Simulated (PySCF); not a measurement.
# A diatomic session: CF

An exercise on one series of results from a longer session: the logs are not shown, and one member is left open.

Program: PySCF 2.14.0. Level of theory: C def2-TZVPP, F def2-TZVPP, no relativity. These are calculated values, not measurements.

Set-up of the first run:

Settings of the job:

- atoms: C, F
- charge: 0
- basis: C def2-TZVPP, F def2-TZVPP
- Hamiltonian: no relativity
- basis functions: 62
- electrons treated: 15
- masses in u: 12.0000, 18.9984
- levels: PBE0, PBE, r²SCAN, TPSS, B97-3, M06-L, revPBE, CAM-B3LYP, HF, MP2, SCS-MP2, CCSD, CCSD(T)
- grid: 80 radial by 434 angular points
- occupations: held fixed by the projection of orbital angular momentum
- dissociation limit: C + F, each in its ground configuration
- starting distance in angstrom: 1.325
- values of 2S to try: 1, 3

Run with:

```
$ OMP_NUM_THREADS=1 python dia.py task.json out
```

Among the steps run: Input; First curve: PBE0; Higher solutions at PBE0; PBE (GGA); r²SCAN (meta-GGA); TPSS; B97-3 (global hybrid GGA); M06-L; revPBE (GGA); CAM-B3LYP; UHF (mean field); Correlated methods on the Hartree–Fock reference.

One of the session's tables, all rows but one given; the rest of the session is left out.

It belongs to the step «The curves together». Energy (eV) from each level's lowest point:

```
R (Å)    UHF  UHF-MP2  UHF-SCS-MP2  UHF-CCSD  UHF-CCSD(T)
1.092  1.044    1.234        1.241       n/a          n/a
1.143  0.426    0.560        0.565     0.558        0.592
1.194  0.105    0.184        0.187     0.182        0.202
1.232  0.007    0.045        0.047     0.044        0.055
1.270  0.000    0.000        0.000     0.000        0.000
1.308      ?        ?            ?         ?            ?
1.359  0.229    0.145        0.140     0.149        0.124
1.422  0.525    0.386        0.376     0.393        0.351
1.499  0.956    0.759        0.742     0.771        0.707
1.600  1.590    1.327        1.299       n/a          n/a
```

**Question.** Estimate the row for R (Å) = 1.308.

Worked estimate for «UHF». A straight line through the neighbours (1.270, 0.000) and (1.359, 0.229) gives 0.000 + (0.229 − 0.000) × (1.308 − 1.270) / (1.359 − 1.270) = 0.098; a parabola fitted to 4 rows on both sides gives 0.069.

The run gave: UHF: 0.064; UHF-MP2: 0.026; UHF-SCS-MP2: 0.025; UHF-CCSD: 0.028; UHF-CCSD(T): 0.017. In «UHF» the line misses by +0.034 and the parabola by +0.005.
